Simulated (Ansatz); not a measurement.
For rutile SnO₂, r²SCAN in Ansatz (plane waves, PAW) gives:

```
Property                                                          Value
---------------------------------------------------------  ------------
equilibrium lattice constant a                                  4.760 Å
lattice parameter c                                             3.201 Å
cohesive energy                                            4.85 eV/atom
band gap at the measured cell (atoms relaxed with PBEsol)       1.93 eV
```

Q: What does HSE06 (Ansatz, a quantum-chemistry and plane-wave program, PAW) give for the same quantities?

A: 
- lattice constant a: 4.755 Å (falls by 0.1 %)
- lattice parameter c: 3.188 Å (shrinks by 0.4 %)
- cohesive energy: 4.55 eV/atom (drops by 0.30 eV/atom)
- band gap at the measured cell (atoms relaxed with PBEsol): 3.01 eV (increases by 1.08 eV)

For comparison: lattice constant a 4.737 Å (measured, room temperature, no zero-point or thermal correction; as tabulated in Hiroi (2015), arXiv:1503.02262); lattice parameter c 3.186 Å (measured, room temperature, not corrected to a static lattice; as tabulated in Hiroi (2015), arXiv:1503.02262); band gap 3.81 eV (measured, zero-point renormalisation of 215 meV (computed, non-adiabatic AHC, without the lattice-expansion part) added back to the 1.8 K gap of row gap-pnictides:imet4609:SnO2_rut; as tabulated in Miglio et al. (2020), arXiv:2011.12765).

Changes are worked out from the printed values.

Unless a cell is named, each level is at its own relaxed cell (r²SCAN 12.09, HSE06 12.02 Å³/atom).

Levels without +SOC leave out spin–orbit coupling, which shifts energies and cells of such heavy elements.

Spin–orbit coupling is included only where a level's name says +SOC; with heavier elements it mostly lowers gaps and can invert bands. Density-functional gaps are differences of (generalised) Kohn–Sham levels.

Ansatz's density-functional and Hartree–Fock values are scalar-relativistic unless marked +SOC, with PAW data made under PBE.
